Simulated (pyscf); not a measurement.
HO–PH–SiH₃ + H₂ → H₃Si–PH₂ + H₂O, a four-centre exchange (singlet surface; O–P, H–H broken, H–P, H–O formed). Structures and frequencies: ωB97X-D3(BJ)/def2-SVP in PySCF. Energies in eV from the separated reactants.

AM1 to PM7: differences of heats of formation from MOPAC, which are fitted to 298 K values and so differ in kind from electronic energies by zero-point and thermal terms. 

**Question.** In single points PM7 puts the saddle at 3.64 eV and the reaction energy at +1.34 eV. Should these be trusted to within a few kcal/mol? Compare with ωB97M-D3(BJ)/def2-TZVP.

**Answer.** ωB97M-D3(BJ)/def2-TZVP gives ΔE‡ = 2.62 eV and ΔE = -0.47 eV. PM7 lies 1.02 eV over it in the barrier and 1.81 eV over it in the reaction energy, so on this step it does not hold to within 0.13 eV. ωB97M-D3(BJ)/def2-TZVP has limits of its own. HO–PH–SiH₃ lies 1.18 eV over its isomer HO–SiH₂–PH₂ (electronic energy, ωB97M-D3(BJ)/def2-TZVP). This is the saddle that the search found; another between the same sides may lie lower.
